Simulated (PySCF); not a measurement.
# Static response to an electric field

Species: P3H5.
Structure used (GFN2-xTB), in Å, numbered top down from 1:
```xyz
8
P3H5 angstrom
P      1.6562    0.0327   -0.5251
P     -0.0179   -0.3085    0.8106
P     -1.5838   -0.1692   -0.6834
H      1.5901    1.4200   -0.3880
H      2.5899   -0.0759    0.5023
H      0.0732   -1.7008    0.7120
H     -1.7070    1.2142   -0.5461
H     -2.5916   -0.4031    0.2486
```

The species is `PPP` (P3H5).

Level: CAM-B3LYP/def2-SVPD (PySCF), static field, nuclei fixed, core orbitals frozen in the response. The polarisability tensor in these axes (au):

```
x   100.36   2.34   1.43
y     2.34  65.79  -3.40
z     1.43  -3.40  75.55
```

Q: Diagonalise the tensor; give its mean and Δα, where Δα² is half the sum of the squared differences of the eigenvalues.

A: Principal values 64.53, 76.60 and 100.57 au; mean 80.57 au = 11.94 Å³ = 13.28 × 10⁻⁴⁰ C²·m²/J; Δα = 31.78 au (39 % of the mean).

Q: What is the dipole moment, and where does it point?

A: (-0.05, 0.26, 0.59) D, 0.64 D in size, pointing from the negative to the positive side. Measured along this direction, the outermost atoms are P1 and P3 at the negative end and P2 at the positive end.

Q: What are the principal values of the traceless quadrupole moment, Θ = ½Σq(3rr − r²1), about the centre of nuclear charge?

A: -7.79, 3.51, 4.29 D·Å. The values depend on the origin, since the dipole doesn't vanish. The electronic extent ⟨r²⟩ about the same centre is 549 bohr², a root-mean-square distance of 1.75 Å for the 50 electrons.

Q: In TDDFT the mean static polarisability is Σ f/ω² over all singlet excitations (ω in hartree). How much of it do the 8 lowest give? Their energies (eV) and oscillator strengths: 5.25, 0.0280; 5.50, 0.1347; 5.57, 0.0305; 5.66, 0.0311; 6.52, 0.0611; 6.73, 0.0461; 6.90, 0.0789; 7.13, 0.0120.

A: They add up to 8.72 au, 10.8 % of the 80.57 au; the largest single term is 3.30 au, from the state at 5.50 eV. Terms in order: 0.75, 3.30, 0.73, 0.72, 1.06, 0.75, 1.23, 0.17 au. Higher excitations give the rest. The strengths listed sum to 0.422.

Q: What molar refraction does this α imply?

A: Lorentz–Lorenz: R = (4π/3)N_A α = 2.5225 cm³/(mol·Å³) × 11.94 Å³ = 30.1 cm³/mol, in the limit of long wavelengths.

Q: Along which axes do the principal values lie, and how far do the nuclei extend along each?

A: Largest value along (1.00, 0.06, 0.05), where the nuclei span 5.20 Å; middle along (-0.03, -0.31, 0.95), 2.04 Å; least along (-0.07, 0.95, 0.30), 2.52 Å. The strongest response lies along the longest span, while the other two are in reverse order.

Q: Find the Langevin capture rate constant for H3O+ (19.018 u) meeting this molecule (97.960 u), k = 2.342 × 10⁻⁹ cm³/s × √(α in Å³ / reduced mass in u).

A: The reduced mass is 15.93 u, so k = 2.03 × 10⁻⁹ cm³/s. The formula leaves out the permanent dipole, which adds to the capture rate.

Geometry: GFN2-xTB, one conformer, isolated molecule.

These values come from a run that also computed excited states. The run took 6.2 s wall (with the writing of density and orbital grids) on an x86-64 server with one thread, shared host.
